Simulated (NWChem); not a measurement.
Molecule: C2H3F; SMILES C=CF

```xyz
6

C     -0.2356     1.1707     0.0000
C      0.4305     0.0250     0.0000
F     -0.1866    -1.1720     0.0000
H     -1.3200     1.1956     0.0000
H      0.3073     2.1087     0.0000
H      1.5123    -0.0766     0.0000
```
Atoms are numbered in this order, from 1.

The geometry was optimised at B3LYP/6-31G* (spherical d).

**Question.** Give the principal values of the shielding tensors (ppm) of C1, C2, F3 from PBE0/pcSseg-1, GIAO (NWChem), with their diamagnetic and paramagnetic parts as GIAO splits them.

**Answer.** 
| atom | σ11 | σ22 | σ33 | isotropic | diamagnetic | paramagnetic |
|---|---|---|---|---|---|---|
| C1 | -25.2 | 114.8 | 162.8 | 84.2 | 257.7 | -173.5 |
| C2 | -87.5 | 66.2 | 78.9 | 19.2 | 251.9 | -232.7 |
| F3 | 163.9 | 274.4 | 383.2 | 273.8 | 474.0 | -200.2 |
